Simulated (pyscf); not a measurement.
HO–AlH–F (SMILES [OH][AlH][F]) + H₂ (SMILES [H][H]) → H₂O (SMILES O) + F–AlH₂ (SMILES [F][AlH2]) (four-centre exchange; singlet surface; Al–O, H–H broken, H–O, Al–H formed). Single points on ωB97X-D3(BJ)/def2-SVP structures (PySCF, gas phase). Energies in kJ/mol from the separated reactants.

```csv
level,barrier,reaction energy
ωB97X-D3(BJ)/def2-TZVP,___,+127.6
r²SCAN/def2-TZVP,85.1,+135.7
PBE0-D3(BJ)/def2-TZVP,83.6,+121.8
M06-2X/def2-TZVP,104.5,+141.3
ωB97M-D3(BJ)/def2-TZVP,___,___
HF/def2-TZVP,144.1,+117.4
```

Q: Some entries are withheld; supply them.

A: 
- ωB97X-D3(BJ)/def2-TZVP, barrier: 96.8
- ωB97M-D3(BJ)/def2-TZVP, barrier: 99.2
- ωB97M-D3(BJ)/def2-TZVP, reaction energy: +126.5

On the product side the descent ends in an adduct with a Al–O contact, 103.6 kJ/mol under the separated species and 72.8 kJ/mol under the saddle at ωB97X-D3(BJ)/def2-TZVP. At ωB97X-D3(BJ)/def2-TZVP, r²SCAN, PBE0-D3(BJ), M06-2X, ωB97M-D3(BJ) the saddle lies under the separated products, which points to a path from their complex (located at ωB97X-D3(BJ) alone), and parting the products costs more than the saddle. What is counted as broken (Al–O) persists as a longer contact in the product adduct; parting that adduct is a step of its own. At the saddle there is also a short Al–H contact that neither side keeps. This is the saddle that the search found; another between the same sides may lie lower.
